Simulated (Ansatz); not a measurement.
Rock-salt MgS was calculated with r²SCAN in Ansatz (PAW).

Settings: plane-wave cutoff 600 eV, 12×12×12 k mesh, finite displacements, force constants from a 4×4×4 q mesh, scalar-relativistic PAW data made under PBE.

Computed at the level's own relaxed cell. Harmonic vibrational thermodynamics at fixed volume:

```csv
T (K),S_vib (J/K per mol of atoms),C_V (J/K per mol of atoms),F_vib (eV/atom)
0,0.00,0.00,0.0424
100,[?],[?],[?]
200,[?],[?],[?]
500,[?],[?],[?]
700,[?],[?],[?]
800,[?],[?],[?]
900,[?],[?],[?]
```

Problem. Some entries are withheld; supply them.

Solution. 
- 100, S_vib (J/K per mol of atoms): 5.41
- 100, C_V (J/K per mol of atoms): 11.37
- 100, F_vib (eV/atom): 0.0408
- 200, S_vib (J/K per mol of atoms): 16.51
- 200, C_V (J/K per mol of atoms): 19.86
- 200, F_vib (eV/atom): 0.0293
- 500, S_vib (J/K per mol of atoms): 37.07
- 500, C_V (J/K per mol of atoms): 24.00
- 500, F_vib (eV/atom): -0.0579
- 700, S_vib (J/K per mol of atoms): 45.23
- 700, C_V (J/K per mol of atoms): 24.46
- 700, F_vib (eV/atom): -0.1436
- 800, S_vib (J/K per mol of atoms): 48.50
- 800, C_V (J/K per mol of atoms): 24.57
- 800, F_vib (eV/atom): -0.1922
- 900, S_vib (J/K per mol of atoms): 51.40
- 900, C_V (J/K per mol of atoms): 24.65
- 900, F_vib (eV/atom): -0.2440

The crystal is taken as a harmonic solid at every temperature: melting, phase changes and thermal expansion are not seen.

At Γ the run gives TO 237 cm⁻¹ and LO 407 cm⁻¹.

Measured, for comparison: zone-centre TO phonon frequency 240 cm⁻¹ (temperature not stated, no zero-point or thermal correction; as tabulated in Chmeruk and Núñez-Valdez (2023), arXiv:2212.11645). Computed (rounded) less measured: zone-centre TO phonon frequency -1 %.

Ansatz is an electronic-structure program.
